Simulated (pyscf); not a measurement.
# Four-centre exchange: H₂S (SMILES S) + Cl–Hf(Cl)(Cl)–Cl (SMILES [Cl][Hf]([Cl])([Cl])[Cl]) -> HS–Hf(Cl)(Cl)–Cl (SMILES [SH][Hf]([Cl])([Cl])[Cl]) + HCl (SMILES Cl)

Gas phase, singlet surface, charge 0. Bonds broken: S1–H2, Cl4–Hf5. Bonds formed: S1–Hf5, H2–Cl4. Structures and frequencies: ωB97X-D3(BJ)/def2-SVP in PySCF.

Transition state (Å):

```xyz
8

S     -0.0789     1.8230     0.2193
H     -0.0966     0.9028    -1.3086
H      1.2128     1.7119     0.5990
Cl    -0.4409    -0.3336    -1.9796
Hf    -0.5610    -0.6423     0.6944
Cl     1.2232    -2.1266     0.5057
Cl    -2.7099    -1.4982     0.4403
Cl    -0.5042    -0.3041     2.9962
```

One imaginary mode, 381i cm⁻¹; descent along it reached the two sides named, in the forms told below.

```json
[
 {"bond": "S1–H2", "change": "breaks", "reactant side (Å)": "1.350", "saddle": "1.784", "product side": "3.1"},
 {"bond": "Cl4–Hf5", "change": "breaks", "reactant side (Å)": "2.347", "saddle": "2.7", "product side": "2.9"},
 {"bond": "S1–Hf5", "change": "forms", "reactant side (Å)": "2.8", "saddle": "2.557", "product side": "2.430"},
 {"bond": "H2–Cl4", "change": "forms", "reactant side (Å)": "3.5", "saddle": "1.448", "product side": "1.290"}
]
```

Electronic energies relative to the separated reactants (kJ/mol):

| level | barrier | reaction energy | reverse barrier |
|---|---|---|---|
| ωB97X-D3(BJ)/def2-TZVP | 51.0 | +64.7 | -13.6 |
| PBE/def2-TZVP | 58.6 | +65.8 | -7.2 |
| r²SCAN/def2-TZVP | 58.8 | +69.2 | -10.3 |
| B3LYP-D3(BJ)/def2-TZVP | 66.8 | +69.2 | -2.4 |
| PBE0-D3(BJ)/def2-TZVP | 55.1 | +65.6 | -10.6 |
| M06-2X/def2-TZVP | 69.7 | +67.8 | 1.8 |
| ωB97M-D3(BJ)/def2-TZVP | 77.4 | +70.5 | 6.9 |
| HF/def2-TZVP | 150.5 | +82.0 | 68.4 |

With ωB97M-D3(BJ)/def2-TZVP energies and thermal terms (ideal gas, 1 atm, RRHO with modes under 100 cm⁻¹ raised to 100, one conformer, R ln 2 for chiral ones without a mode under 150 cm⁻¹), in kJ/mol:

| T (K) | ΔH‡ | ΔG‡ | ΔH | ΔG |
|---|---|---|---|---|
| 298 | 71.8 | 115.4 | +69.4 | +64.6 |
| 600 | 74.2 | 158.7 | +71.8 | +58.7 |
| 900 | 77.7 | 200.3 | +73.7 | +51.7 |
| 1200 | 81.3 | 240.6 | +75.2 | +44.1 |

On the reactant side the descent ends in an adduct with a Hf–S contact (not fully relaxed), 63.2 kJ/mol under the separated species and 114.2 kJ/mol under the saddle at ωB97X-D3(BJ)/def2-TZVP. On the product side the descent ends in an adduct with a Cl–Hf contact, 35.3 kJ/mol under the separated species and 21.6 kJ/mol under the saddle at ωB97X-D3(BJ)/def2-TZVP. At ωB97X-D3(BJ)/def2-TZVP, PBE, r²SCAN, B3LYP-D3(BJ), PBE0-D3(BJ) the saddle lies under the separated products, which points to a path from their complex (located at ωB97X-D3(BJ) alone), and parting the products costs more than the saddle. What is counted as formed (Hf–S) is already present as a longer contact in the reactant adduct; forming that adduct is a step of its own. What is counted as broken (Cl–Hf) persists as a longer contact in the product adduct; parting that adduct is a step of its own. One saddle was located; it need not be the lowest between these sides. Elements past Kr carry the def2 core potentials, without spin-orbit coupling.
